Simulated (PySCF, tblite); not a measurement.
**C₃H₃FNS radical: geometry, infrared bands and EPR parameters**

Wanted: the infrared bands and EPR parameters of C₃H₃FNS radical (`N#C[C](F)CS`), by calculation.

The runs use tblite 0.8.0 and PySCF 2.14.0, with density-fitted response routines of our own; the level of theory stands in each step. All values are computed, except where a source is named. Atoms are numbered from 0 throughout.

**1. The molecule as given**

9 atoms, charge 0, multiplicity 2; geometry from: force field or distance geometry start.

Bonds of the start (Å): N0–C1 1.18, C1–C2 1.40, C2–F3 1.36, C2–C4 1.50, C4–S5 1.82, C4–H6 1.09, C4–H7 1.10, S5–H8 1.34.

**2. Optimising the geometry with GFN2-xTB**

What the job is given:

```
{"job": {"kind": "relax", "xc": "GFN2-xTB", "basis": "xTB"}, "charge": 0, "multiplicity": 2}
N      2.959900    -0.456500     0.204100
C      1.814400    -0.454200    -0.058100
C      0.440100    -0.471200    -0.326900
F      0.000100    -1.143600    -1.424500
C     -0.564400     0.133800     0.602300
S     -1.328400     1.594000    -0.168500
H     -1.348400    -0.589600     0.813500
H     -0.097500     0.438100     1.546800
H     -1.862300     0.955100    -1.213900
```

Started as:

```bash
$ OMP_NUM_THREADS=1 python probes_run.py task.json out
```

The driver reads the jobs from task.json and runs them one after another.

The log of the run:

```text
step      E/eV     max force
  0    -509.82865    2.083
  1    -509.85191    3.553
  2    -509.90752    0.713
  3    -509.91438    0.207
  4    -509.91704    0.192
  5    -509.91973    0.153
  6    -509.92138    0.113
  7    -509.92241    0.086
  8    -509.92301    0.083
  9    -509.92383    0.102
 10    -509.92504    0.132
 11    -509.92662    0.138
 12    -509.92838    0.146
 13    -509.93008    0.131
 14    -509.93144    0.133
 15    -509.93243    0.078
 16    -509.93311    0.083
 17    -509.93369    0.082
 18    -509.93452    0.121
 19    -509.93574    0.143
 20    -509.93718    0.132
 21    -509.93847    0.105
 22    -509.93949    0.092
 23    -509.94034    0.089
 24    -509.94134    0.106
 25    -509.94247    0.109
 26    -509.94369    0.147
 27    -509.94518    0.155
 28    -509.94699    0.138
 29    -509.94851    0.105
 30    -509.94941    0.079
 31    -509.94991    0.096
 32    -509.95041    0.100
 33    -509.95100    0.065
 34    -509.95183    0.051
 35    -509.95201    0.045
 36    -509.95237    0.045
 37    -509.95253    0.032
 38    -509.95264    0.033
 39    -509.95271    0.032
 40    -509.95279    0.031
 41    -509.95289    0.029
 42    -509.95302    0.038
 43    -509.95315    0.035
 44    -509.95327    0.036
 45    -509.95339    0.041
 46    -509.95354    0.034
 47    -509.95372    0.045
 48    -509.95393    0.047
 49    -509.95417    0.040
 50    -509.95435    0.048
 51    -509.95445    0.041
 52    -509.95451    0.022
 53    -509.95455    0.013
 54    -509.95458    0.018
 55    -509.95459    0.014
 56    -509.95460    0.009
```

Wall time 0.23 s (1 thread of Arm Neoverse V1, shared host).

The steps of the relaxation: (not every step is listed)

```
step  energy from step 0 (eV)  largest force (eV/Å)
   0                   0.0000                2.0825
   1                  -0.0233                3.5525
   2                  -0.0789                0.7131
   3                  -0.0857                0.2073
   4                  -0.0884                0.1919
   5                  -0.0911                0.1527
   6                  -0.0927                0.1125
   7                  -0.0938                0.0859
   8                  -0.0944                0.0829
  12                  -0.0997                0.1459
  16                  -0.1045                0.0833
  20                  -0.1085                0.1323
  24                  -0.1127                0.1055
  28                  -0.1183                0.1376
  32                  -0.1218                0.1001
  36                  -0.1237                0.0453
  40                  -0.1241                0.0305
  44                  -0.1246                0.0364
  48                  -0.1253                0.0467
  51                  -0.1258                0.0408
  52                  -0.1259                0.0219
  53                  -0.1259                0.0128
  54                  -0.1259                0.0181
  55                  -0.1259                0.0141
  56                  -0.1260                0.0092
```

Distances of close pairs at the start and the end, largest changes first:

```
 bond  before (Å)  after (Å)  change (Å)
C4–S5       1.819      1.874      +0.055
C2–C4       1.496      1.462      -0.035
C1–C2       1.400      1.375      -0.026
N0–C1       1.175      1.157      -0.018
C2–F3       1.360      1.346      -0.014
C4–H7       1.097      1.087      -0.009
S5–H8       1.336      1.334      -0.003
C4–H6       1.087      1.088      +0.001
```

The next job starts from the end point, and lists it.

**3. Infrared spectrum with GFN2-xTB**

What the job is given:

```
{"job": {"kind": "ir", "xc": "GFN2-xTB", "basis": "xTB"}, "charge": 0, "multiplicity": 2}
N      2.893536    -0.135632    -0.030706
C      1.760873    -0.347495    -0.138344
C      0.412828    -0.606482    -0.212513
F     -0.036258    -1.389307    -1.211693
C     -0.603184     0.016960     0.633229
S     -1.095722     1.651811    -0.138898
H     -1.502665    -0.590158     0.713941
H     -0.213966     0.286770     1.611939
H     -1.601880     1.119526    -1.252134
```

The log of the run:

```text
mode    cm-1     km/mol
  1      57.5      1.35
  2     129.3      4.61
  3     171.5      3.34
  4     234.3     57.71
  5     310.2     28.23
  6     366.7      4.99
  7     469.9      4.54
  8     572.5      6.73
  9     613.4      0.16
 10     752.4     12.51
 11     777.7     26.59
 12     922.2      8.00
 13    1081.8     28.47
 14    1174.8      6.24
 15    1218.2    102.16
 16    1331.3     51.72
 17    1398.2      7.00
 18    2245.6    102.92
 19    2425.0    104.25
 20    3004.7      0.77
 21    3033.6      0.85
```

It took 0.17 s on 1 thread of Arm Neoverse V1, shared host.

The strongest bands and the atoms that carry them (share of the mass-weighted mode):

```
cm⁻¹  km/mol                               atoms
 234    57.7                             H8 78 %
 310    28.2  C1 39 %, C2 25 %, N0 14 %, S5 12 %
 778    26.6  C4 34 %, F3 22 %, N0 18 %, C1 11 %
1082    28.5                    H6 56 %, H7 27 %
1218   102.2  C2 66 %, C4 11 %, F3 11 %, H7 10 %
1331    51.7                    C2 69 %, H6 12 %
2246   102.9                    C1 61 %, N0 38 %
2425   104.2                             H8 97 %
```

**4. g tensor and hyperfine couplings: B3LYP/pcH-1**

Settings changed since step 3:

```diff
@@ -1,2 +1,2 @@
-{"job": {"kind": "ir", "xc": "GFN2-xTB", "basis": "xTB"}, "charge": 0, "multiplicity": 2}
+{"job": {"kind": "epr", "basis": "pcH-1"}, "charge": 0, "multiplicity": 2}
 N      2.893536    -0.135632    -0.030706
```

With the program's defaults for keys left out, this is: UKS B3LYP, pcH-1 on C F H N S, non-relativistic, mean-field spin-orbit, GIAO.

The log of the run:

```text
UKS, coarse grid
  cycle   1  E = -668.76275017  |g| = 4.57e-01
  cycle   2  E = -668.42373999  |g| = 9.95e-01
  cycle   3  E = -668.84232413  |g| = 1.49e-01
  cycle   4  E = -668.84906960  |g| = 7.88e-02
  cycle   5  E = -668.85142528  |g| = 1.59e-02
  cycle   6  E = -668.85156055  |g| = 7.07e-03
  cycle   7  E = -668.85160058  |g| = 2.72e-03
  cycle   8  E = -668.85161166  |g| = 1.24e-03
  cycle   9  E = -668.85161388  |g| = 5.12e-04
UKS, final grid
  cycle   1  E = -668.85160794  |g| = 5.47e-04
  cycle   2  E = -668.85160786  |g| = 8.56e-04
  cycle   3  E = -668.85160821  |g| = 2.53e-04
  cycle   4  E = -668.85160825  |g| = 1.37e-04
  cycle   5  E = -668.85160829  |g| = 5.68e-05
  cycle   6  E = -668.85160829  |g| = 1.15e-05
E = -668.85160829 Eh   <S^2> = 0.7630 (exact 0.7500)
g shifts (ppm)      1          2          3
  rmc          -232       -232       -232
  gc             -7         36         40
  oz_so         220        675       3614
  total         -19        478       3421
hyperfine (MHz)  atom isotope    a_iso     a_fc   dipolar eigenvalues
    0   14N       8.14       8.16    -16.72    -12.90     29.62
    1   13C     -57.88     -57.89    -17.39     -2.03     19.42
    2   13C      76.10      76.02    -68.95    -67.60    136.55
    3   19F     118.19     117.57   -226.53   -185.26    411.79
    4   13C     -25.69     -25.69     -3.16      0.31      2.85
    5   33S      12.42      12.32    -16.41    -14.30     30.71
    6    1H      15.87      15.88     -4.05     -2.96      7.01
    7    1H      20.85      20.87     -4.15     -2.88      7.03
    8    1H      -4.69      -4.75     -5.41      0.15      5.26
```

Run time: 30 s. Hardware: 1 thread of Arm Neoverse V1, shared host; peak memory 0.72 GiB.

Principal g values 2.00230, 2.00280, 2.00574; g(iso) = 2.00361, against 2.00232 for a free electron.

Hyperfine couplings; where a row names several nuclei, a(iso) is their mean (it holds for fast rotation or exchange) and the dipolar term the largest among them:

```
nuclei  isotope  a(iso) (MHz)  a(iso) (G, at g = 2.0023)  largest dipolar term (MHz)
    F3      19F         118.2                       42.2                       411.8
    C2      13C          76.1                       27.2                       136.5
    C1      13C         -57.9                      -20.7                        19.4
    C4      13C         -25.7                       -9.2                        -3.2
H6, H7       1H          18.4                        6.6                         7.0
    S5      33S          12.4                        4.4                        30.7
    N0      14N           8.1                        2.9                        29.6
    H8       1H          -4.7                       -1.7                        -5.4
```

Mulliken spin populations:

```
atom  value (e)
  N0       0.35
  C1      -0.18
  C2       0.70
  F3       0.06
  C4      -0.06
  S5       0.13
  H6       0.01
  H7       0.01
  H8       0.00
```

In first order the couplings over 0.8 MHz of 19F, 1H, 14N give 36 distinct lines over 62.8 G, if the averaged nuclei exchange fast.

The fields below are evaluated on a grid from the run's orbitals.

ELF in a plane through or near 3 of the atoms.

Ten even steps from '0' (0.00) to '9' (1.00):
```
0000000000000000000000000000
0000000000000000000000000000
0000000000000000000000000000
0000000000000343100000000000
0000000000004999500000000000
0000000000006999810000000000
0000001110004999710000000000
0000122232101798631000000000
0001344455423646463000000000
0001344666776971563000000000
0001234666849474420000000000
0000123565543430000000000000
0000012320026530000000000000
0000000100157763000100000000
0000000000157762000000000000
0000000000024320000000000000
0000000000000000000000000000
0000000000000000000000000000
0000000000000000000000000000
0000000000000000000000000000
```
The map spans 10.8 Å across and 8.4 Å up, centred on the molecule. Atoms in the plane (x, y in Å): C2 (-0.6, -0.3), C4 (0.6, 0.6), H7 (0.3, 1.6).

log10 of the density (e/Å³) in the same plane.

Ten even steps from '0' (-4.0) to '9' (2.3):
```
0000000000000000000000000000
0000000000000000000000000000
0000000000000111100000000000
0000000000012222211000000000
0000000111123444322100000000
0000112222234555433211000000
0001223333334566543321100000
0012333444444566654332100000
0012344455555668655432210000
0013345556666667655433210000
0012344556669665554432210000
0012334455566655444332210000
0001233444556654333322100000
0000122333456654333221100000
0000011223455554322211000000
0000000112344443211100000000
0000000001123322100000000000
0000000000011110000000000000
0000000000000000000000000000
0000000000000000000000000000
```
The map spans 10.8 Å across and 8.4 Å up, centred on the molecule. Atoms in the plane (x, y in Å): C2 (-0.6, -0.3), C4 (0.6, 0.6), H7 (0.3, 1.6).

On the surface of density 0.002 e/bohr³ the electrostatic potential runs, from the 1st to the 99th percentile, from -1.54 V near N0 to 1.60 V near H7.

The spin density lies nearest to C2 44 %; N0 24 %; S5 10 %; C1 9 % (beta excess).

**5. What came out**

```
                                 quantity                  value
strongest single infrared mode (GFN2-xTB)  2425 cm⁻¹, 104 km/mol
             zero-point energy (GFN2-xTB)          31.9 kcal/mol
                           g(iso) (B3LYP)                2.00361
                                     ⟨S²⟩     0.763 (exact 0.75)
       largest a(iso) (averaged by class)   19F on F3, 118.2 MHz
    surface potential, 1st and 99th percentile     -1.54 V and 1.60 V
```

What this shows: Over 56 steps the energy fell by 0.126 eV; of the close pairs, C4–S5 changed most, 1.819 to 1.874 Å. All 21 modes are real, so the xTB geometry is a minimum. The strongest single mode, at 2425 cm⁻¹, moves mainly H8. GFN2-xTB is a fitted tight-binding method: band positions and strengths are rough. Its intensities can rank the bands wrongly. C2 carries the largest spin population, 0.70 e. The isotropic g lies 1.3 ppt above the free-electron value.
